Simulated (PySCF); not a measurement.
# Reproducing measurements on acetyl chloride

**Experimental background.**

NIST CCCBDB Release 22 (SRD 101), experimental dipoles lists, for the gas: dipole moment (dielectric constant against temperature) 2.72 D.

The runs below try to reproduce these values; the comparison stands at the end.

Compound: acetyl chloride, C2H3ClO.
Atom-mapped SMILES: `[CH3:1][C:2](=[O:3])[Cl:4]` (hydrogens: H5, H6, H7 on C1)

Structure used (PBE0-D3(BJ)/def2-SVP), in Å, numbered top down from 1:
```
atom  x, y, z in Å
C1    -0.5855   -0.0742   -0.0357
C2     0.8549    0.2830   -0.2127
O3     1.3142    1.3510   -0.4247
Cl4    1.9163   -1.1583   -0.0649
H5    -1.2002    0.8293   -0.1296
H6    -0.7297   -0.5385    0.9506
H7    -0.8746   -0.8183   -0.7919
```

Runs made with PySCF (gas phase, on this PBE0-D3(BJ)/def2-SVP geometry; no spin–orbit coupling):

```json
{"level": "PBE0-D3(BJ)/def2-SVP, grid level 1", "job": "geometry optimisation from a GFN2-xTB start shaken at random", "basis functions": "75", "wall time": "8.1 s"}
{"level": "B97-2/pcSseg-2", "job": "shieldings", "basis functions": "193", "wall time": "10 s"}
{"level": "BHandHLYP/pcSseg-2", "job": "shieldings", "basis functions": "193", "wall time": "10 s"}
{"level": "CAM-B3LYP/pcSseg-2", "job": "shieldings", "basis functions": "193", "wall time": "14 s"}
{"level": "LC-wPBE/pcSseg-2", "job": "shieldings", "basis functions": "193", "wall time": "19 s"}
{"level": "PBE0/6-311+G(2d,p)", "job": "shieldings, charges and field gradients", "basis functions": "134", "wall time": "7.0 s"}
{"level": "PBE0/6-31G", "job": "shieldings, charges and field gradients", "basis functions": "46", "wall time": "2.8 s"}
{"level": "PBE0/6-31G*", "job": "shieldings, charges and field gradients", "basis functions": "66", "wall time": "3.5 s"}
{"level": "PBE0/def2-SVP", "job": "shieldings, charges and field gradients", "basis functions": "75", "wall time": "3.4 s"}
{"level": "PBE0/def2-TZVP", "job": "shieldings, charges and field gradients", "basis functions": "148", "wall time": "7.9 s"}
{"level": "WP04/pcSseg-2", "job": "shieldings", "basis functions": "193", "wall time": "11 s"}
{"level": "wB97X-D/pcSseg-2", "job": "shieldings", "basis functions": "193", "wall time": "14 s"}
```

Hardware: one thread of an Arm Neoverse V1, no GPU, shared host.

All basis functions are spherical.

**Comparison with experiment**

**Dipole moment.** Measured: 2.72 D (NIST CCCBDB Release 22 (SRD 101), experimental dipoles).

```tsv
level	computed (D)	computed − measured (D)	% (from the printed values)
PBE0-D3(BJ)/def2-SVP	2.70	-0.02	-1
B97-2/pcSseg-2	2.86	+0.14	+5
BHandHLYP/pcSseg-2	2.98	+0.26	+10
CAM-B3LYP/pcSseg-2	2.91	+0.19	+7
LC-wPBE/pcSseg-2	2.90	+0.18	+7
PBE0/6-311+G(2d,p)	2.85	+0.13	+5
PBE0/6-31G	3.09	+0.37	+14
PBE0/6-31G*	2.81	+0.09	+3
PBE0/def2-SVP	2.70	-0.02	-1
PBE0/def2-TZVP	2.79	+0.07	+3
WP04/pcSseg-2	2.91	+0.19	+7
wB97X-D/pcSseg-2	2.89	+0.17	+6
```

12 of the 13 levels run are shown, the closest and the furthest among them. The computed dipoles belong to one fixed geometry; measured ones are averaged over vibrations unless marked μe. Magnitudes are compared, not signs.

The geometry is computed, not the measured one. Where a level misses, the cause wasn't examined.
